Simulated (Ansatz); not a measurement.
# BSiH (singlet): from Hartree-Fock to the top rungs at scale of all distances = 0.883, 6-31G

The task here is to estimate one member of a computed series from the others.

Computed with Ansatz 0.2.0, Gaussian basis. Level: 6-31G, core rule «outside noble gas», up to 6 orbitals frozen.

To be run: UHF; CCSD(T) on RHF; CCSD(T) on UHF; BCCD(T) on RHF; CISD; CCSDT(Q) on RHF; CCSDT(Q) on UHF; CISDTQ; CCSDTQ on RHF; CCSDTQ on UHF; CASSCF and MRCISD+Q, 2 electrons in 2 orbitals; CASSCF and NEVPT2, 2 electrons in 2 orbitals; CASSCF and MRCISD+Q, 8 electrons in 9 orbitals; CASSCF and NEVPT2, 8 electrons in 9 orbitals; Full CI; Full CI in the symmetry of the determinant.

21 further runs of the same task are left out: 1 for a mislabelled method, 1 for a known fault of the program, 18 that didn't finish, 1 set aside as unsound or not needed.

**The geometry**

The geometry derives from a PBE0/def2-TZVP stationary point (not a proven minimum). All distances are scaled together.

3 atoms, charge 0, spin multiplicity 1.

Atoms are counted from 1 here; the program's logs count them from 0.

Bond lengths: Si1–B2 1.800 Å, Si1–H3 1.339 Å. Angles: B2–Si1–H3 180.0°.

The first run:

The input, in.yaml:

```yaml
crystal:
  periodic: [false, false, false]
  atoms:
    - {symbol: Si, position_ang: [0.000000, 0.000000, 0.153845]}
    - {symbol: B, position_ang: [0.000000, 0.000000, -1.646200]}
    - {symbol: H, position_ang: [0.000000, 0.000000, 1.492354]}
basis:
  gaussian: {orbitals: 6-31G}
magnetization: {spin_polarized: true, initial_magnetization: 0}
hamiltonian: {xc: hf}
output: {orbitals: {seedname: orbitals}}
```

On the command line:

```sh
$ ansatz run in.yaml --threads 1 --pin off --events-out ev --progress --plain --max-ram 2393MiB
```

Among the steps run: UHF; CCSD(T) on RHF; CCSD(T) on UHF; BCCD(T) on RHF; CISD; CCSDT(Q) on RHF; CCSDT(Q) on UHF; CISDTQ; CCSDTQ on RHF; CCSDTQ on UHF; CASSCF and MRCISD+Q, 2 electrons in 2 orbitals; CASSCF and NEVPT2, 2 electrons in 2 orbitals; CASSCF and MRCISD+Q, 8 electrons in 9 orbitals; CASSCF and NEVPT2, 8 electrons in 9 orbitals; Full CI; Full CI in the symmetry of the determinant.

One table of the session follows, with a row left open; its other results are not shown here.

```
          method  from FCI (kcal/mol)
     CASSCF pair               +74.87
     NEVPT2 pair                    ?
     MRCISD pair                +8.02
   MRCISD+Q pair                -1.29
  CASSCF valence               +17.10
  NEVPT2 valence                +5.23
  MRCISD valence                +0.45
MRCISD+Q valence                +0.10
             FCI                    0
```

**Question.** Estimate the row for NEVPT2 pair.

**Answer.** from FCI (kcal/mol): +21.96. In the column «from FCI (kcal/mol)» it lies between CASSCF valence (+17.10) and CASSCF pair (+74.87).

Left out of the table: RHF, UHF, RMP2, UMP2, CISD, RCCSD, UCCSD, RCCSD(T), UCCSD(T), BCCD(T), RCCSDT, UCCSDT, CISDTQ, RCCSDT(Q), UCCSDT(Q), RCCSDTQ, UCCSDTQ (another determinant or state than the rows shown).

To keep in mind: The determinant is far from a pure spin state, so its energy mixes those of several spin states (harmless only where they are near-degenerate, as at dissociation). The report flags that the cluster equations may have other roots. MRCISD+Q pair falls below full CI: the +Q correction isn't variational, and the cores differ from full CI's.
